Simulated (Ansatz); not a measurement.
`NC1(F)CO1`, relaxed with RKS PBE0-D4/def2-TZVP in Ansatz 0.2.0 from a PBE-D4/def2-SVP geometry. The force threshold is 0.005 eV/Å; the program also tests the step.

Total charge 0; spin multiplicity 1.

Start:

```xyz
9

N    -1.351    0.466    0.189
C     0.055    0.387    0.286
F     0.459    0.891    1.494
C     0.985   -0.560   -0.367
O     0.769    0.817   -0.817
H    -1.817   -0.083    0.919
H    -1.678    0.171   -0.735
H     0.605   -1.339   -1.055
H     1.976   -0.751    0.084
```

Task: How much energy does the relaxation release, and in how many steps? (Best estimate.)

Result: Computed: 4.22 kJ/mol, in 6 steps.

Task: Which bonds change most? (Best estimate.)

Result: Ansatz gave: C2–C4 from 1.479 to 1.459 Å; C4–H8 from 1.107 to 1.087 Å; C4–H9 from 1.106 to 1.086 Å; N1–H6 from 1.025 to 1.010 Å.

Task: Give the relaxed structure. (Best estimate.)

Result: Ansatz gave: 
```xyz
9

N    -1.340    0.453    0.189
C     0.058    0.379    0.282
F     0.456    0.888    1.473
C     0.975   -0.557   -0.360
O     0.766    0.807   -0.808
H    -1.798   -0.091    0.907
H    -1.662    0.181   -0.727
H     0.595   -1.319   -1.036
H     1.950   -0.741    0.081
```
